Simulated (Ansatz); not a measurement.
Si$_{2}$ (triplet): measurement beside calculation (Ansatz, PBE0-D4/def2-TZVP geometry).

Bond lengths: Si1–Si2 2.255 Å.

Enthalpy of formation at 298 K: 139.9 kcal/mol (zero for an element's reference state; older measured values of the G2 set, as listed by Staroverov and co-workers, J. Chem. Phys. 119, 12129, 2003). With their computed zero-point and thermal terms and the atoms' enthalpies of Curtiss and co-workers (1997) it gives an electronic atomization energy of 74.7 kcal/mol.

```json
{"level": "LDA (SPW92)", "atomization (kcal/mol)": "93.3", "error": "18.6", "error per bond": "18.6"}
{"level": "PBE-D4", "atomization (kcal/mol)": "82.4", "error": "7.7", "error per bond": "7.7"}
{"level": "revPBE-D4", "atomization (kcal/mol)": "80.2", "error": "5.5", "error per bond": "5.5"}
{"level": "BLYP-D4", "atomization (kcal/mol)": "78.8", "error": "4.1", "error per bond": "4.1"}
{"level": "r2SCAN-D4", "atomization (kcal/mol)": "78.1", "error": "3.4", "error per bond": "3.4"}
{"level": "B97M-V", "atomization (kcal/mol)": "85.5", "error": "10.8", "error per bond": "10.8"}
{"level": "PBE0-D4", "atomization (kcal/mol)": "78.1", "error": "3.4", "error per bond": "3.4"}
{"level": "B3LYP-D4", "atomization (kcal/mol)": "76.7", "error": "2.0", "error per bond": "2.0"}
{"level": "r2SCANh-D4", "atomization (kcal/mol)": "76.6", "error": "1.9", "error per bond": "1.9"}
{"level": "r2SCAN0-D4", "atomization (kcal/mol)": "74.4", "error": "-0.3", "error per bond": "-0.3"}
{"level": "HSE06-D4", "atomization (kcal/mol)": "78.4", "error": "3.7", "error per bond": "3.7"}
{"level": "BHLYP-D4", "atomization (kcal/mol)": "71.2", "error": "-3.5", "error per bond": "-3.5"}
{"level": "CAM-B3LYP-D4", "atomization (kcal/mol)": "72.7", "error": "-2.0", "error per bond": "-2.0"}
{"level": "ωB97X-V", "atomization (kcal/mol)": "74.8", "error": "0.1", "error per bond": "0.1"}
{"level": "ωB97M-V", "atomization (kcal/mol)": "77.8", "error": "3.1", "error per bond": "3.1"}
{"level": "B2PLYP", "atomization (kcal/mol)": "73.1", "error": "-1.6", "error per bond": "-1.6"}
{"level": "PBE-QIDH", "atomization (kcal/mol)": "73.7", "error": "-1.0", "error per bond": "-1.0"}
{"level": "PBE", "atomization (kcal/mol)": "81.2", "error": "6.5", "error per bond": "6.5"}
{"level": "revPBE", "atomization (kcal/mol)": "77.5", "error": "2.8", "error per bond": "2.8"}
{"level": "BLYP", "atomization (kcal/mol)": "76.2", "error": "1.5", "error per bond": "1.5"}
{"level": "r2SCAN", "atomization (kcal/mol)": "77.9", "error": "3.2", "error per bond": "3.2"}
{"level": "PBE0", "atomization (kcal/mol)": "77.1", "error": "2.4", "error per bond": "2.4"}
{"level": "B3LYP", "atomization (kcal/mol)": "74.6", "error": "-0.1", "error per bond": "-0.1"}
{"level": "r2SCANh", "atomization (kcal/mol)": "76.3", "error": "1.6", "error per bond": "1.6"}
{"level": "r2SCAN0", "atomization (kcal/mol)": "74.1", "error": "-0.6", "error per bond": "-0.6"}
{"level": "HSE06", "atomization (kcal/mol)": "77.3", "error": "2.6", "error per bond": "2.6"}
{"level": "BHLYP", "atomization (kcal/mol)": "69.0", "error": "-5.7", "error per bond": "-5.7"}
{"level": "CAM-B3LYP", "atomization (kcal/mol)": "71.6", "error": "-3.1", "error per bond": "-3.1"}
{"level": "LC-ωPBE", "atomization (kcal/mol)": "70.0", "error": "-4.7", "error per bond": "-4.7"}
{"level": "RPA@PBE/def2-TZVPP", "atomization (kcal/mol)": "66.7", "error": "-8.0", "error per bond": "-8.0"}
{"level": "HF/def2-TZVPP", "atomization (kcal/mol)": "41.4", "error": "-33.3", "error per bond": "-33.3"}
{"level": "MP2/def2-TZVPP", "atomization (kcal/mol)": "70.0", "error": "-4.7", "error per bond": "-4.7"}
{"level": "SCS-MP2/def2-TZVPP", "atomization (kcal/mol)": "66.6", "error": "-8.1", "error per bond": "-8.1"}
{"level": "CCSD/def2-TZVPP", "atomization (kcal/mol)": "66.8", "error": "-7.9", "error per bond": "-7.9"}
{"level": "CCSD(T)/def2-TZVPP", "atomization (kcal/mol)": "70.7", "error": "-4.0", "error per bond": "-4.0"}
{"level": "HF/def2-QZVPP", "atomization (kcal/mol)": "41.9", "error": "-32.8", "error per bond": "-32.8"}
{"level": "MP2/def2-QZVPP", "atomization (kcal/mol)": "72.9", "error": "-1.8", "error per bond": "-1.8"}
{"level": "SCS-MP2/def2-QZVPP", "atomization (kcal/mol)": "69.7", "error": "-5.0", "error per bond": "-5.0"}
{"level": "CCSD/def2-QZVPP", "atomization (kcal/mol)": "69.6", "error": "-5.1", "error per bond": "-5.1"}
{"level": "CCSD(T)/def2-QZVPP", "atomization (kcal/mol)": "73.9", "error": "-0.8", "error per bond": "-0.8"}
{"level": "HF/CBS(def2)", "atomization (kcal/mol)": "42.0", "error": "-32.7", "error per bond": "-32.7"}
{"level": "MP2/CBS(def2)", "atomization (kcal/mol)": "74.7", "error": "0.0", "error per bond": "0.0"}
{"level": "CCSD/CBS(def2)", "atomization (kcal/mol)": "71.4", "error": "-3.3", "error per bond": "-3.3"}
{"level": "CCSD(T)/CBS(def2)", "atomization (kcal/mol)": "75.9", "error": "1.2", "error per bond": "1.2"}
```

Functionals use def2-TZVPP; B3LYP here is the variant with VWN-RPA as its local correlation; programs differ in this. The calculations leave out spin–orbit coupling, scalar relativity and, for the correlated methods, core correlation; together these are worth up to about 1 kcal/mol a heavy atom. HSE06 is defined as in plane-wave codes. CBS extrapolates def2-TZVPP and def2-QZVPP. T1 = 0.019.
